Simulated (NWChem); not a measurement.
Correlation energy of O (+1)

```xyz
1

O      0.0000     0.0000     0.0000
```
Charge +1, spin multiplicity 4.

The numbers come from NWChem runs, not from measurements.

Basis set: def2-TZVP. Each correlation energy counts from its own Hartree-Fock reference.

The correlated methods keep 1 core orbital frozen. No SCF solution was tested for a lower state. Open-shell Hartree-Fock references start from PBE0 orbitals. No row is a measurement; the coupled-cluster row has its own basis-set and correlation limits.

Problem. One of these methods gave a correlation energy of -112.9 mHa. Which?
A. UMP2
B. CCSD(T) on UHF
C. SCS-UMP2
D. CCSD[T] on ROHF

Solution. B, CCSD(T) on UHF. The others give -96.1 (UMP2), -117.2 (CCSD[T] on ROHF), -90.7 (SCS-UMP2).
